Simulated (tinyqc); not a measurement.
Extended Hueckel theory, for PH2, step by step. One step of it, computed by the program tinyqc.

Problem. Orbitals. Solve H C = S C e through S^(-1/2); fill by pairs from the bottom, a degenerate level sharing its electrons equally; each orbital has its largest coefficient positive (the first on a tie).

H (eV), lower triangle:
```
             1P 3s      1P 3px      1P 3py      1P 3pz       2H 1s       3H 1s
1P 3s   -18.600000
1P 3px    0.000000  -14.000000
1P 3py    0.000000    0.000000  -14.000000
1P 3pz    0.000000    0.000000    0.000000  -14.000000
2H 1s   -12.675566    0.000000  -11.440335   -9.775708  -13.600000
3H 1s   -12.675566    0.000000   11.440335   -9.775708   -2.124106  -13.600000
```

overlap S, lower triangle:
```
           1P 3s    1P 3px     1P 3py    1P 3pz     2H 1s     3H 1s
1P 3s   1.000000
1P 3px  0.000000  1.000000
1P 3py  0.000000  0.000000   1.000000
1P 3pz  0.000000  0.000000   0.000000  1.000000
2H 1s   0.393651  0.000000   0.414505  0.354192  1.000000
3H 1s   0.393651  0.000000  -0.414505  0.354192  0.078092  1.000000
```

valence electrons = 7

Give: orbital energies; occupations; coefficients; sum of one-electron energies.

Solution.

orbital energies (eV): -22.4423  -18.7080  -15.3497  -14.0000  9.3452  22.2192

occupations: 2.0000  2.0000  2.0000  1.0000  0.0000  0.0000

coefficients:
```
           MO1      MO2      MO3     MO4      MO5      MO6
1P 3s   0.6291   0.0000  -0.5149  0.0000   0.0000   0.9687
1P 3px  0.0000   0.0000   0.0000  1.0000   0.0000   0.0000
1P 3py  0.0000   0.5964   0.0000  0.0000   1.1129   0.0000
1P 3pz  0.1362   0.0000   0.8111  0.0000   0.0000   0.8992
2H 1s   0.3146   0.3809   0.1262  0.0000  -0.8483  -0.9229
3H 1s   0.3146  -0.3809   0.1262  0.0000   0.8483  -0.9229
```

sum of one-electron energies = -126.9998 eV
